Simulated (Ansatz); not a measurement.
Geometry optimisation, UKS PBE-D4/6-31G* (Ansatz).

Input:

```yaml
crystal:
  periodic: [false, false, false]
  atoms:
    - { symbol: C, position_ang: [-0.8783, -0.206, 1.3661] }
    - { symbol: "N", position_ang: [0.3237, -0.1975, 0.616] }
    - { symbol: C, position_ang: [0.3013, 0.1991, -0.6196] }
    - { symbol: "N", position_ang: [1.5431, 0.1988, -1.3513] }
    - { symbol: Cl, position_ang: [-1.0332, 0.7314, -1.4934] }
    - { symbol: H, position_ang: [-1.328, 0.871, 1.4252] }
    - { symbol: H, position_ang: [0.895, -0.54757, 1.4114] }
    - { symbol: H, position_ang: [-1.6347, -0.8124, 0.9062] }
    - { symbol: H, position_ang: [1.3248, 0.084, -2.2985] }
    - { symbol: H, position_ang: [2.1828, -0.4123, -0.9278] }
magnetization:
  spin_polarized: true
basis:
  gaussian: { orbitals: "6-31G*" }
hamiltonian:
  xc: pbe
  dispersion: d4
relax:
  f_tol: 0.02
  max_steps: 50
```

Command:

```bash
$ ansatz run input.yaml --threads 2 --pin off --max-ram 3072MiB --backend cpu --events-out ev --progress --plain --runs-dir out
```

Task: Where does it end, and by what steps?

Result: The run converged. After 16 steps the energy has fallen by 2.947 eV; H6 moved furthest, 1.30 Å.

| step | energy less start (eV) | largest force component (eV/Å) | accepted |
| --- | --- | --- | --- |
| 0 | 0.0000 | 5.354 | yes |
| 1 | -0.6813 | 3.507 | yes |
| 2 | -1.2813 | 1.637 | yes |
| 3 | -1.5752 | 2.076 | yes |
| 4 | -1.8592 | 1.300 | yes |
| 5 | -2.0917 | 1.191 | yes |
| 6 | -2.2763 | 0.584 | yes |
| 7 | -2.3914 | 1.053 | yes |
| 8 | -2.4975 | 1.418 | yes |
| 9 | -2.6615 | 1.161 | yes |
| 10 | -2.8518 | 0.739 | yes |
| 11 | -2.9190 | 0.482 | yes |
| 12 | -2.9241 | 0.447 | yes |
| 13 | -2.9432 | 0.165 | yes |
| 14 | -2.9458 | 0.057 | yes |
| 15 | -2.9454 | 0.166 | no |
| 16 | -2.9466 | 0.018 | yes |

```xyz
10
Properties=species:S:1:pos:R:3
C -1.037 -0.067 1.295
N 0.071 0.132 0.572
C 0.327 0.257 -0.757
N 1.640 0.002 -1.158
Cl -1.062 -0.149 -1.806
H -0.965 0.051 2.373
H 0.946 0.254 1.094
H -1.985 -0.200 0.781
H 1.937 0.606 -1.929
H 1.825 -0.977 -1.430
```

Whether the end is a true minimum wasn't checked by a vibrational analysis.

The run took 61 s on 2 threads of Arm Neoverse V1, with other jobs on the host, peak memory 0.22 GiB.
